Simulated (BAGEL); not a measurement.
# CH6N+ (methanamine, conjugate acid) at HF/3-21G (density fitting with qzvpp-jkfit)

What is the vertical ionisation energy of CH6N+ (methanamine, conjugate acid) at HF/3-21G (density fitting with qzvpp-jkfit)? 

Program for the calculation: BAGEL 1.2.2.

**1. Starting point**

CH6N+ has 8 atoms, charge +1, and is taken as a singlet. SMILES: `C[NH3+]`. Geometry: relaxed at PBE0-D4/def2-TZVP.

Bond lengths: C1–N2 1.497 Å, C1–H3 1.087 Å, C1–H4 1.088 Å, C1–H5 1.087 Å, N2–H6 1.023 Å, N2–H7 1.023 Å, N2–H8 1.023 Å. Some angles: C1–N2–H6 111.4°, C1–N2–H7 111.4°, C1–N2–H8 111.4°, N2–C1–H3 108.5°, N2–C1–H4 108.5°, N2–C1–H5 108.5°, H6–N2–H7 107.4°, H6–N2–H8 107.4°, H7–N2–H8 107.4°, H3–C1–H4 110.4°.

**2. The energy at HF/3-21G (density fitting with qzvpp-jkfit)**

hf.json reads:

```json
{ "bagel": [

{
  "title": "molecule",
  "basis": "3-21g",
  "df_basis": "qzvpp-jkfit",
  "angstrom": true,
  "geometry": [
    { "atom": "C", "xyz": [   -0.225100,    0.293000,   -0.663400 ] },
    { "atom": "N", "xyz": [    0.218700,   -0.284600,    0.644500 ] },
    { "atom": "H", "xyz": [   -0.041000,   -0.440800,   -1.444600 ] },
    { "atom": "H", "xyz": [   -1.286800,    0.519400,   -0.597800 ] },
    { "atom": "H", "xyz": [    0.345600,    1.199300,   -0.851500 ] },
    { "atom": "H", "xyz": [    0.065500,    0.371300,    1.413900 ] },
    { "atom": "H", "xyz": [    1.214900,   -0.515300,    0.632300 ] },
    { "atom": "H", "xyz": [   -0.291800,   -1.142300,    0.866700 ] }
  ]
},
{ "title": "hf", "charge": 1 },
{ "title": "print", "file": "orbitals.molden", "orbitals": true }

]}
```

The run is started by

```
$ BAGEL_NUM_THREADS=1 BAGEL hf.json > hf.out
```

What it wrote:

```text
* using 1 threads per process

  ===============================================================
  ===============================================================

  *** Geometry ***

  { "atom" : "C", "xyz" : [     -0.425377,      0.553690,     -1.253644 ] },
  { "atom" : "N", "xyz" : [      0.413283,     -0.537816,      1.217928 ] },
  { "atom" : "H", "xyz" : [     -0.077479,     -0.832991,     -2.729898 ] },
  { "atom" : "H", "xyz" : [     -2.431700,      0.981524,     -1.129678 ] },
  { "atom" : "H", "xyz" : [      0.653089,      2.266349,     -1.609102 ] },
  { "atom" : "H", "xyz" : [      0.123777,      0.701655,      2.671884 ] },
  { "atom" : "H", "xyz" : [      2.295828,     -0.973776,      1.194874 ] },
  { "atom" : "H", "xyz" : [     -0.551422,     -2.158634,      1.637826 ] },

  Number of auxiliary basis functions:      260

  Since a DF basis is specified, we compute 2- and 3-index integrals:
    o Being stored without compression. Storage requirement is 0.002 GB

  Number of basis functions:       30
  Number of electrons      :       19

    * METHOD: MOLECULE                             0.05

  *** RHF ***

  === Nuclear Repulsion ===
    47.9675182919

      * DIIS with orbital gradients will be used.

  === RHF iteration (3-21g) ===
      0        -95.02102906          0.01935539           0.00
      1        -95.05633334          0.00382904           0.00
      2        -95.05788916          0.00144820           0.00
      3        -95.05800726          0.00023629           0.00
      4        -95.05801396          0.00006868           0.00
      5        -95.05801441          0.00001246           0.00
      6        -95.05801444          0.00000269           0.00
      7        -95.05801444          0.00000024           0.00
      8        -95.05801444          0.00000005           0.00
      9        -95.05801444          0.00000002           0.00
     10        -95.05801444          0.00000000           0.00
    * SCF iteration converged.

    * Permanent dipole moment:
           (   -0.259404,     0.337521,    -0.764250) a.u.

    * METHOD: HF                                   0.07

    * METHOD: PRINT                                0.00

  ===============================================================
```

Run time: 0.26 s. Hardware: 1 thread of Arm Neoverse V1, shared host.

**3. Doublet [CH6N]2+ at the same level**

input.json reads:

```json
{ "bagel": [

{
  "title": "molecule",
  "basis": "3-21g",
  "df_basis": "qzvpp-jkfit",
  "angstrom": "true",
  "geometry": [
    { "atom": "C", "xyz": [      -0.225100,       0.293000,      -0.663400 ] },
    { "atom": "N", "xyz": [       0.218700,      -0.284600,       0.644500 ] },
    { "atom": "H", "xyz": [      -0.041000,      -0.440800,      -1.444600 ] },
    { "atom": "H", "xyz": [      -1.286800,       0.519400,      -0.597800 ] },
    { "atom": "H", "xyz": [       0.345600,       1.199300,      -0.851500 ] },
    { "atom": "H", "xyz": [       0.065500,       0.371300,       1.413900 ] },
    { "atom": "H", "xyz": [       1.214900,      -0.515300,       0.632300 ] },
    { "atom": "H", "xyz": [      -0.291800,      -1.142300,       0.866700 ] }
  ]
},

{
  "title": "uhf",
  "charge": 2,
  "nopen": 1
},

{
  "title": "print",
  "file": "orbitals.molden",
  "orbitals": "true"
}

]}
```

The run is started by

```
$ BAGEL_NUM_THREADS=1 BAGEL input.json > input.out
```

What it wrote:

```text
* using 1 threads per process

  ===============================================================
  ===============================================================

  *** Geometry ***

  { "atom" : "C", "xyz" : [     -0.425377,      0.553690,     -1.253644 ] },
  { "atom" : "N", "xyz" : [      0.413283,     -0.537816,      1.217928 ] },
  { "atom" : "H", "xyz" : [     -0.077479,     -0.832991,     -2.729898 ] },
  { "atom" : "H", "xyz" : [     -2.431700,      0.981524,     -1.129678 ] },
  { "atom" : "H", "xyz" : [      0.653089,      2.266349,     -1.609102 ] },
  { "atom" : "H", "xyz" : [      0.123777,      0.701655,      2.671884 ] },
  { "atom" : "H", "xyz" : [      2.295828,     -0.973776,      1.194874 ] },
  { "atom" : "H", "xyz" : [     -0.551422,     -2.158634,      1.637826 ] },

  Number of auxiliary basis functions:      260

  Since a DF basis is specified, we compute 2- and 3-index integrals:
    o Being stored without compression. Storage requirement is 0.002 GB

  Number of basis functions:       30
  Number of electrons      :       19

    * METHOD: MOLECULE                             0.05

  *** Open-shell HF ***

  === Nuclear Repulsion ===
    47.9675182919

      * DIIS with orbital gradients will be used.

  === UHF iteration (3-21g) ===
      0        -94.24267393          0.04378936           0.01
      1        -94.31240466          0.01432105           0.01
      2        -94.31946692          0.00539093           0.01
      3        -94.32120193          0.00302627           0.01
      4        -94.32208967          0.00096309           0.01
      5        -94.32217178          0.00030681           0.01
      6        -94.32217543          0.00012910           0.01
      7        -94.32217742          0.00010307           0.01
      8        -94.32218004          0.00006826           0.01
      9        -94.32218152          0.00005426           0.01
     10        -94.32218191          0.00005441           0.01
     11        -94.32218170          0.00005426           0.01
     12        -94.32217626          0.00005038           0.01
     13        -94.32215871          0.00004445           0.01
     14        -94.32215935          0.00003927           0.01
     15        -94.32214960          0.00004811           0.01
     16        -94.32215005          0.00003536           0.01
     17        -94.32214985          0.00002930           0.01
     18        -94.32214998          0.00001218           0.01
     19        -94.32214955          0.00000935           0.01
     20        -94.32214953          0.00000255           0.01
     21        -94.32214954          0.00000078           0.01
     22        -94.32214954          0.00000032           0.01
     23        -94.32214954          0.00000012           0.01
     24        -94.32214954          0.00000004           0.01
     25        -94.32214954          0.00000002           0.01
     26        -94.32214954          0.00000001           0.01
     27        -94.32214954          0.00000001           0.01
    * SCF iteration converged.

    * S^2 (UHF) is 0.7606

    * Permanent dipole moment:
           (    0.235176,     0.009978,     0.337855) a.u.

    * METHOD: UHF                                  0.19

    * METHOD: PRINT                                0.00

  ===============================================================
```

It took 0.36 s on 1 thread of Arm Neoverse V1, shared host.

**4. Results**

Level: HF/3-21G (density fitting with qzvpp-jkfit).

| quantity | value |
| --- | --- |
| singlet CH6N+: total energy | -95.05801 Eh |
| singlet CH6N+: HOMO energy | -21.28 eV |
| singlet CH6N+: LUMO energy | -0.28 eV |
| singlet CH6N+: HOMO–LUMO gap | 21.00 eV |
| doublet [CH6N]2+: total energy | -94.32215 Eh |
| doublet [CH6N]2+: ⟨S²⟩ | 0.761 |
| vertical ionisation energy (to the doublet dication) | 20.024 eV |

In words: The vertical ionisation energy comes to 20.02 eV (1932 kJ/mol). The negative HOMO energy of the first species, 21.28 eV, lies 1.25 eV above that difference.
